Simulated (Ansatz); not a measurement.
Geometry optimisation, Ansatz 0.2.0, UKS PBE0/def2-SVP.

Input:

```yaml
crystal:
  periodic: [false, false, false]
  atoms:
    - { symbol: C, position_ang: [-0.8821, 0.5379, -1.0451] }
    - { symbol: Si, position_ang: [0.533, 0.1161, -0.1393] }
    - { symbol: "N", position_ang: [0.0496, -1.0423, 0.9894] }
    - { symbol: H, position_ang: [-1.4777, -0.1779, -1.4929] }
    - { symbol: H, position_ang: [-1.1714, 1.6194, -1.2098] }
    - { symbol: H, position_ang: [1.0711, 1.2735, 0.6293] }
    - { symbol: H, position_ang: [1.6037, -0.474, -0.9932] }
    - { symbol: H, position_ang: [0.44449, -1.97468, 0.63069] }
    - { symbol: H, position_ang: [-0.97703, -1.17892, 0.94305] }
magnetization:
  spin_polarized: true
  initial_magnetization: 1
basis:
  gaussian: { orbitals: def2-SVP }
hamiltonian:
  xc: pbe0
relax:
  f_tol: 0.015
  max_steps: 40
```

Command:

```bash
$ ansatz run input.yaml --threads 2 --pin off --max-ram 3072MiB --backend cpu --events-out ev --progress --plain --runs-dir out
```

Problem. Where does it end, and by what steps?

Solution. The run converged. The force dipped under the threshold on the way, but the program's further checks kept it going. After 11 steps the energy has fallen by 0.659 eV; H9 moved furthest, 0.73 Å.

| step | energy less start (eV) | largest force component (eV/Å) | accepted |
| --- | --- | --- | --- |
| 0 | 0.0000 | 4.092 | yes |
| 1 | -0.5067 | 1.325 | yes |
| 2 | -0.5987 | 0.565 | yes |
| 3 | -0.6413 | 0.248 | yes |
| 4 | -0.6395 | 0.309 | no |
| 5 | -0.6531 | 0.103 | yes |
| 6 | -0.6579 | 0.045 | yes |
| 7 | -0.6588 | 0.008 | yes |
| 8 | -0.6587 | 0.116 | no |
| 9 | -0.6589 | 0.042 | yes |
| 10 | -0.6589 | 0.028 | yes |
| 11 | -0.6590 | 0.007 | yes |

```xyz
9
Properties=species:S:1:pos:R:3
C -0.904 0.654 -1.218
Si 0.487 0.096 -0.121
N 0.136 -1.248 0.917
H -1.563 -0.050 -1.742
H -1.122 1.710 -1.418
H 0.893 1.274 0.708
H 1.650 -0.347 -0.956
H 0.245 -2.191 0.563
H -0.630 -1.198 1.580
```

Whether the end is a true minimum wasn't checked by a vibrational analysis.

The run took 22 s on 2 threads of Arm Neoverse V2, with other jobs on the host, peak memory 0.18 GiB.
